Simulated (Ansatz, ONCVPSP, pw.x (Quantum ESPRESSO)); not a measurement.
From atom to crystal: ONCV potential for Pt

ONCVPSP 4.0.1.1 (patched build) input, shortened (lines: element, Z, core and valence counts, functional; n l f; lmax; l rc ep ncon nbas qcut; lloc lpopt rc5 dvloc0; l nproj debl; icmod fcfact rcfact), LDA (Perdew-Wang 92), scalar-relativistic:

```
  Pt 78.00   10    4  -001012      upf
    1    0    2.00
    2    0    2.00
    2    1    6.00
    3    0    2.00
    3    1    6.00
    3    2   10.00
    4    0    2.00
    4    1    6.00
    4    2   10.00
    4    3   14.00
    5    0    2.00
    5    1    6.00
    5    2    9.00
    6    0    1.00
    3
    0    1.75    0.00    5    9    7.40
    1    1.35    0.00    4    8   10.20
    2    2.30    0.00    4    8    5.30
    3    2.10    0.24    4    7    5.30
    4    5    1.35   -1.00
    0    2    3.30
    1    2    0.50
    2    2    0.40
    3    2    0.70
    3    2.00    1.65
```

In the p channel the program set the typed energies aside and used -2.068, 0.250 Ha.

Atomic tests: cutoffs needed: 38 Ha and 44 Ha (the cutoffs (Ha) at which the residual kinetic energy of the hardest occupied pseudo-wave falls to 1 and 0.1 mHa per electron); ghost test: no bound ghost flagged; GHOST(+) flagged for s at 206.1 eV; largest excitation error: -216 meV (all-electron minus pseudo) for 5s2 5p5 5d9 6s1, out of 4 test configurations.

Crystal test: bcc Pt in pw.x 7.5, no spin, 15³ k-points, Fermi–Dirac smearing 0.01 Ry, cutoffs 105/420 Ry. The reference is all-electron LAPW (Ansatz 0.2.0) with the same functional, mesh and smearing; V0 and B0 come from Birch–Murnaghan fits to the pressures at five volumes. Errors are pseudo minus all-electron; Δ is the rms difference of the E(V) curves that follow from these fits, minima aligned, over ±6 % about the mean V0. Mesh and smearing are coarse, so the numbers serve the comparison and aren't converged zero-temperature values; the lattice is a test structure that the element need not adopt.

```
V (Å³/atom)  P all-electron (GPa)  P pseudo (GPa)
     14.265                 15.08           14.62
     14.641                  6.06            5.60
     15.016                 -1.65           -2.10
     15.391                 -8.22           -8.66
     15.767                -13.80          -14.24
```

All-electron: a0 = 3.102 Å (V0 = 14.93 Å³/atom), B0 = 293.0 GPa.

Pseudopotential: mean pressure error (GPa): -0.45; a0 (Å): 3.101; a0 error (%): -0.05; B0 error (%): +0.7; Δ (meV/atom): 1.5.

Task: At the middle volume, how do free energy and pressure move when the wave cutoff is lowered (ecutrho kept at four times it)?

Result:

```json
{"cutoff (Ry)": "47", "shift of F (meV/atom)": "+4612.3", "shift of P (GPa)": "-130.64"}
{"cutoff (Ry)": "63", "shift of F (meV/atom)": "+874.8", "shift of P (GPa)": "-47.07"}
{"cutoff (Ry)": "84", "shift of F (meV/atom)": "+39.8", "shift of P (GPa)": "-4.33"}
```

The run at the middle volume (120 k-points, 7 iterations) took about 86 s on one core of a shared host (Neoverse-N1, 64 threads, 124 GiB, load 51).
